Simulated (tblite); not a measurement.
Compound: C4H2N2.
Bonds: C1–C2 (double), C2–C3, C3–N4 (triple), C2–C5, C5–N6 (triple). Hydrogens: H7, H8 on C1.

Computed with GFN2-xTB (tblite), gas phase: Langevin dynamics at 200 K from the optimised GFN2-xTB geometry, time step 0.5 fs, friction 0.01 fs⁻¹, 2000 steps. The instantaneous temperature is 2·E(kin)/(3Nk) with all 3N coordinates.

```
t (fs)  T (K)  E(pot) above start (eV)  C1=C2 (Å)  C2–C3 (Å)  C3≡N4 (Å)  C2–C5 (Å)  C5≡N6 (Å)  C1–H7 (Å)
     0    156                    0.000      1.337      1.421      1.144      1.421      1.144      1.077
    25    124                    0.066      1.321      1.418      1.145      1.426      1.145      1.069
    50    149                    0.168      1.333      1.411      1.152      1.454      1.143      1.087
    75    202                    0.174      1.336      1.409      1.140      1.441      1.147      1.059
   100    204                    0.184      1.339      1.431      1.146      1.417      1.154      1.120
   125    239                    0.145      1.345      1.438      1.137      1.400      1.150      1.097
   150    223                    0.244      1.338      1.435      1.138      1.415      1.129      1.030
   175    150                    0.259      1.359      1.440      1.152      1.425      1.126      1.112
   200    219                    0.161      1.356      1.433      1.144      1.381      1.148      1.082
   225    123                    0.236      1.316      1.460      1.152      1.387      1.158      1.077
   250    147                    0.192      1.339      1.443      1.154      1.434      1.152      1.054
   275    170                    0.140      1.345      1.411      1.133      1.415      1.123      1.089
   300    176                    0.175      1.364      1.449      1.132      1.410      1.142      1.080
   325    218                    0.170      1.340      1.407      1.137      1.418      1.155      1.057
   350    309                    0.098      1.328      1.422      1.155      1.459      1.157      1.097
   375    126                    0.162      1.319      1.438      1.138      1.418      1.141      1.095
   400    220                    0.147      1.337      1.388      1.128      1.442      1.141      1.054
   425    146                    0.180      1.362      1.390      1.163      1.460      1.145      1.073
   450    216                    0.147      1.343      1.386      1.161      1.437      1.147      1.099
   475    268                    0.105      1.339      1.413      1.130      1.426      1.142      1.074
   500    238                    0.129      1.328      1.433      1.145      1.434      1.149      1.077
   525    220                    0.194      1.327      1.422      1.151      1.417      1.129      1.083
   550    227                    0.155      1.370      1.422      1.138      1.387      1.142      1.068
   575    272                    0.102      1.357      1.444      1.133      1.383      1.145      1.075
   600    178                    0.182      1.323      1.469      1.150      1.392      1.154      1.087
   625    138                    0.163      1.318      1.449      1.161      1.422      1.143      1.059
   650    174                    0.103      1.338      1.394      1.149      1.412      1.136      1.091
   675    160                    0.133      1.363      1.449      1.129      1.427      1.141      1.094
   700    166                    0.070      1.327      1.416      1.144      1.419      1.138      1.069
   725    100                    0.074      1.323      1.431      1.143      1.413      1.151      1.071
   750    145                    0.088      1.356      1.422      1.138      1.412      1.153      1.102
   775    128                    0.067      1.347      1.415      1.149      1.400      1.137      1.059
   800    128                    0.073      1.333      1.441      1.158      1.429      1.141      1.079
   825     97                    0.086      1.333      1.436      1.139      1.393      1.140      1.097
   850    117                    0.103      1.333      1.456      1.139      1.388      1.155      1.044
   875    131                    0.068      1.343      1.438      1.144      1.403      1.152      1.114
   900    162                    0.109      1.347      1.412      1.142      1.431      1.131      1.079
   925    208                    0.094      1.349      1.431      1.143      1.420      1.135      1.054
   950    139                    0.130      1.329      1.416      1.135      1.423      1.157      1.111
   975    160                    0.131      1.342      1.418      1.140      1.461      1.161      1.074
  1000    154                    0.122      1.352      1.411      1.155      1.428      1.147      1.065
```

Task: From 500 fs on, how do temperature and potential energy compare with equipartition?

Result: The mean temperature of these 21 frames is 164 K against the target 200 K, and the mean potential energy 0.11 eV against 18 × kT/2 = 0.16 eV for 18 classical harmonic modes. For 8 atoms in a canonical ensemble the temperature itself scatters by T·√(2/(3N)) = 58 K; here its standard deviation is 45 K. The whole run lasts only 10 friction times of 100 fs, so these averages carry a wide statistical error.

Task: What are the kinetic and total energies of the listed frame with the highest potential energy?

Result: The one at 175 fs, 0.259 eV above the start. Its kinetic energy is 3NkT/2 = 0.155 eV at 150 K, so the sum is 0.41 eV; over the listed frames the sum runs from 0.16 to 0.47 eV, since the thermostat adds and removes energy.

Task: How much do the listed bonds fluctuate from 500 fs on?

Result: 
```csv
bond,at the start (Å),mean (Å),standard deviation (Å)
C1=C2,1.337,1.340,0.014
C2–C3,1.421,1.430,0.017
C3≡N4,1.144,1.144,0.008
C2–C5,1.421,1.414,0.019
C5≡N6,1.144,1.145,0.009
C1–H7,1.077,1.079,0.018
```

The motion is classical and holds no zero-point motion.

What follows is the cost of the whole dynamics run. The run took 15 s on one thread of an Intel Xeon at 2.50 GHz, no GPU, shared host with 64 logical CPUs at a one-minute load of 60, and the process peaked at 0.18 GiB of memory.
